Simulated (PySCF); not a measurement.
# Silicon: a sound run and one with changed settings

Sound run: Si [Ne] 3s2 3p2, Si⁺ [Ne] 3s2 3p1. Calculation: PySCF 2.14, in jorge-DZP-DKH (7s4p1d, 24 functions); scalar relativity by spin-free X2C-1e. In the sound run the correlated levels freeze [Ne]. The sound run starts from symmetry-adapted Hartree-Fock orbitals and uses a fine grid where one is needed.

Changed run: the non-relativistic Hamiltonian (point nucleus). This setting is unsound on purpose.

| species | method | sound run (hartree) | changed run (hartree) | converged |
| --- | --- | --- | --- | --- |
| Si | UHF | -289.44986 | -288.76790 | yes |
| Si | PBE | -289.83037 | -289.14269 | yes |
| Si | MN15 | -289.98846 | -289.26515 | yes |
| Si | MP2 | -289.49563 | -288.81370 | yes |
| Si | CCSD(T) | -289.51556 | -288.83371 | yes |
| Si⁺ | UHF | -289.16977 | -288.48734 | yes |
| Si⁺ | PBE | -289.53008 | -288.84194 | yes |
| Si⁺ | MN15 | -289.69224 | -288.96840 | yes |
| Si⁺ | MP2 | -289.20512 | -288.52274 | yes |
| Si⁺ | CCSD(T) | -289.22392 | -288.54164 | yes |

Ionisation energy of Si:

```tsv
method	sound run (eV)	changed run (eV)
UHF	7.621	7.634
PBE	8.171	8.184
MN15	8.061	8.075
MP2	7.905	7.918
SCS-MP2	7.832	7.845
CCSD	7.925	7.937
CCSD(T)	7.936	7.948
```

Most of the change in total energy is the relativistic energy itself. On top of that the contraction fixes the core shape for the Hamiltonian it was made with, so the changed run is not a good calculation with the other Hamiltonian either.

For comparison, NIST gives 8.152 eV between the lowest levels.
